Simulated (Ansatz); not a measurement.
Basis-set extrapolation for C₃H₇NOS, SMILES `CN1CSC1O` (PBE0-D4/def2-TZVP geometry, frozen core, Ansatz). Multiplicity 1, RHF reference.

|  | def2-TZVPP | def2-QZVPP |
| --- | --- | --- |
| HF | -644.591161 | -644.613836 |
| MP2 correlation | -1.129546 | -1.211285 |
| CCSD(T) correlation | -1.223270 | not run |

Energies in hartree. Use E(X) = E(∞) + A·exp(−7.88·√X) for Hartree–Fock and E(X) = E(∞) + B·X^(−2.97) for correlation, with X = 3 and 4, and add CCSD(T) minus MP2 of the smaller set to the MP2 limit.

Task: What is the CCSD(T) energy at the basis-set limit?

Result: HF limit: -644.613836 + (-0.022675) × 0.13774 = -644.61696. MP2 limit: -1.211285 + (-0.081739) × 0.74074 = -1.27183. Higher-order term: -1.223270 − (-1.129546) = -0.09372. Total: -645.98251 hartree, 441.3 kJ/mol below CCSD(T)/def2-TZVPP.
